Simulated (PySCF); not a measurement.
AlF₃, SMILES [Al]([F])([F])[F]. The structure is a stationary point at TPSSh-D3(BJ)/def2-TZVP. The isomer is the one that the SMILES or the coordinates give; other isomers of the formula were not compared.

TDA-PBE/def2-SVPD (PySCF) puts the lowest singlet excitations at 7.31, 7.78, 7.79, 8.05, 8.05, 8.48 eV.

Task: What are the lowest excitation roots from ADC(2)/aug-cc-pVDZ (PySCF 2.14.0)? (The exact figures need the calculation; the answer reports its results.)

Result: 8.62, 9.07, 9.07, 9.40, 9.40, 9.88 eV. S1 differs by 1.31 eV (second minus first; roots are paired by order, and the bases may differ).
